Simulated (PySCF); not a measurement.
Gas-phase reaction: H₃SiSiCl₃ + 4 SiCl₃ → 3 SiHCl₃ + 3 SiCl₂

Method: PySCF energies plus ideal-gas RRHO corrections (1 bar). † marks an energy on the PBE0/def2-TZVP geometry and frequencies; other levels use their own. MP2 freezes the core. 6-31G* has spherical d functions here. Open shells (unrestricted): SiCl₃ (multiplicity 2); the rest are closed-shell singlets. B3LYP is the form with VWN-RPA correlation. H₃SiSiCl₃: computed as isolated molecules; such fragments, hydroxides, amides, oligomers or adducts are transient or little studied in the gas. MP2 isn't extrapolated to the basis-set limit; its ΔH°(298 K) is -201.1 kJ in def2-SVP and -205.8 kJ in def2-TZVPP. The harmonic model lacks anharmonicity and excited electronic states, which grow with temperature; levels with a mode under 35 cm⁻¹ are left out. Internal rotation in H₃SiSiCl₃ is treated as a harmonic vibration of one conformer, which makes the entropy rough.

| level | ΔE electronic, kJ | ΔH°(298 K), kJ | ΔS°(298 K), J/K | ΔG°(600 K), kJ |
|---|---|---|---|---|
| B3LYP/6-31G* | -222 | -223 | 133 | -301 |
| B3LYP/def2-TZVP† | -226 | -228 | 132 | -305 |
| MP2/def2-TZVPP† | -204 | -206 | 132 | -283 |
| PBE/def2-TZVP† | -179 | -181 | 132 | -258 |
| PBE0/def2-SVP† | -167 | -169 | 132 | -246 |
| PBE0/def2-TZVP | -163 | -165 | 132 | -242 |
| r2SCAN/def2-TZVP† | -121 | -122 | 132 | -200 |
| ωB97X-V/def2-TZVP† | -202 | -203 | 132 | -280 |
ΔH° is lowest at B3LYP/def2-TZVP† and highest at r2SCAN/def2-TZVP†. No reference value is set beside these.
